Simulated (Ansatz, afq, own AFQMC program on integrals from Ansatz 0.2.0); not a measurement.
# SiH₂, triplet: AFQMC among the cluster methods

```xyz
3

Si    0.0000   -0.0872    0.0000
H     0.0000    1.2145   -2.1962
H     0.0000    1.2145    2.1962
```

Basis cc-pVDZ. Noble-gas cores (and the filled d shells of Ga–Kr and In–Xe) are frozen. AFQMC by an in-house program on the Cholesky factors that Ansatz 0.2.0 writes for its CCSD(T) run. ph-AFQMC/CISD is guided by a CISD state made of CCSD amplitudes; releasing the constraint for a short imaginary time cuts its bias at the price of noise, slowly where states lie close. Error bars are statistical, one sigma.

Determinant: ROHF, the one that the program's search chose, which needn't be the lowest solution. The geometry is a point of a scan.

Full CI on the same integrals is exact in this basis and with this determinant's frozen core.

Cautions: lower spins were not checked; a spin-contaminated unrestricted determinant lies lower (UHF 1.99 eV lower, ⟨S²⟩ 2.78); the search met a lower determinant of the same kind, perhaps of another symmetry (1.12 eV lower); strong correlation (T1 0.088, weight of the determinant 0.74, largest double 0.22); CCSD(T) is in doubt: in a space of 6 electrons in 9 natural orbitals full CI lies 85 meV below it; the CCSDT(Q) amplitudes may be one of several solutions (largest double 0.26); the CCSDTQ amplitudes may be one of several solutions (largest double 0.26); the released energies are still falling, so no released level is given (meV from the phaseless value at times in 1/Eh: -13 ± 4 at 0.24, -21 ± 3 at 0.51, -36 ± 3 at 0.99, -37 ± 12 at 1.62, -14 ± 46 at 2.40); the ph-AFQMC/HF walk drifts between its halves (2.0 errors).

```
T1 diagnostic                               : 0.0875
weight of the determinant in the CISD state : 0.745
size of the correlated space                : 6 electrons in 23 orbitals
```

```
  level  correlation energy (eV)
    MP2                  -3.2690
   CCSD                  -4.2911
CCSD(T)                  -4.4993
```

Estimate where phaseless AFQMC with a CISD trial lies against CCSD(T) on the same integrals.

0.46 ± 0.14 mEh above CCSD(T).

Reference: full CI, correlation energy -4.609 eV. The cautions show a poor starting determinant, so the rows tell how each method copes with it here, and full CI is the sure value.

```csv
level,E − E(reference) (mEh),share of correlation (%)
CCSD(T),4.03,97.62
CCSDT,0.38,99.77
CCSDT(Q),-0.13,100.08
CCSDTQ,0.00,100.00
ph-AFQMC/HF,26.35 ± 0.90,84.44
ph-AFQMC/CISD,4.48 ± 0.14,97.35
```

CCSDT and higher add their correlation energy to the determinant of the CCSD(T) run, since their own runs factorise the integrals more tightly (a shift of under 2 meV).
